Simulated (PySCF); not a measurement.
Bonds (- single, = double, # triple, : aromatic): C1=C2 1.328 Å, C2-C3 1.457 Å, C3=N4 1.264 Å, N4-C5 1.437 Å. C1 carries H6, H7; C2 carries H8; C3 carries H9; C5 carries H10, H11, H12. Stereochemistry as in C=C/C=N\C. H7 is cis to C3; H6 is trans to C3.

Geometry: GFN2-xTB; GIAO absolute shieldings from PySCF, gas phase, non-relativistic, averaged over equivalent atoms.

At PBE0/aug-cc-pVDZ (178 basis functions, roughly 60 core-seconds):
```json
{"atoms": "C3", "σ (ppm)": "35.9"}
{"atoms": "C2", "σ (ppm)": "69.6"}
{"atoms": "C1", "σ (ppm)": "71.5"}
{"atoms": "C5", "σ (ppm)": "160.1"}
{"atoms": "N4", "σ (ppm)": "-78.8"}
{"atoms": "H9", "σ (ppm)": "23.40"}
{"atoms": "H8", "σ (ppm)": "24.68"}
{"atoms": "H6", "σ (ppm)": "25.68"}
{"atoms": "H7", "σ (ppm)": "25.83"}
{"atoms": "H10/H11/H12", "σ (ppm)": "28.12"}
```

Estimate the result of repeating the calculation with wB97X/Sadlej pVTZ.

Results:


```json
{"atoms": "C3", "σ at wB97X/Sadlej pVTZ": "30.0", "change": "-5.9"}
{"atoms": "C2", "σ at wB97X/Sadlej pVTZ": "67.0", "change": "-2.6"}
{"atoms": "C1", "σ at wB97X/Sadlej pVTZ": "66.5", "change": "-5.0"}
{"atoms": "C5", "σ at wB97X/Sadlej pVTZ": "159.9", "change": "-0.2"}
{"atoms": "N4", "σ at wB97X/Sadlej pVTZ": "-80.5", "change": "-1.7"}
{"atoms": "H9", "σ at wB97X/Sadlej pVTZ": "23.69", "change": "+0.29"}
{"atoms": "H8", "σ at wB97X/Sadlej pVTZ": "24.99", "change": "+0.31"}
{"atoms": "H6", "σ at wB97X/Sadlej pVTZ": "25.96", "change": "+0.28"}
{"atoms": "H7", "σ at wB97X/Sadlej pVTZ": "26.34", "change": "+0.51"}
{"atoms": "H10/H11/H12", "σ at wB97X/Sadlej pVTZ": "28.47", "change": "+0.35"}
```

The largest change is at C3 (C=N carbon). Cost: 183 basis functions, roughly 60 core-seconds. The order of the carbon signals changes between the two levels.
